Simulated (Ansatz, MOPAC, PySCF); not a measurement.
Barrier height from NH2 (SMILES [NH2]) + CH4 (SMILES C) to the transition structure CH6N, without zero-point energy, on the benchmark's geometries as Psi4's copy of the set gives them.
Transition structure (charge 0, multiplicity 2):
```
atom    x (Å)    y (Å)    z (Å)
----  -------  -------  -------
C     -1.2608   0.0000   0.0123
N      1.3133   0.0000  -0.1368
H     -1.5840   0.9085  -0.4847
H     -1.4637  -0.0046   1.0773
H     -1.5847  -0.9039  -0.4927
H      0.0431  -0.0001  -0.1517
H      1.4805   0.8056   0.4678
H      1.4806  -0.8055   0.4678
```

Open shells are unrestricted; no spin–orbit coupling.

The state that PM3 reach isn't checked.

Programs: Ansatz (Gaussian orbitals); MOPAC for PM3 (differences of heats of formation); PySCF for the dispersion terms. Each number belongs to the level named beside it.

Task: One of these levels gives 0.349 eV for the barrier height. Which one is it?
A. PBE-D3(BJ)/def2-TZVPPD
B. PBE0/def2-TZVPPD
C. PM3
D. BLYP/def2-TZVPPD

Result: D, BLYP/def2-TZVPPD. The others give 0.869 (PM3), 0.159 (PBE-D3(BJ)/def2-TZVPPD), 0.436 (PBE0/def2-TZVPPD)

Ansatz is a quantum-chemistry and plane-wave program.
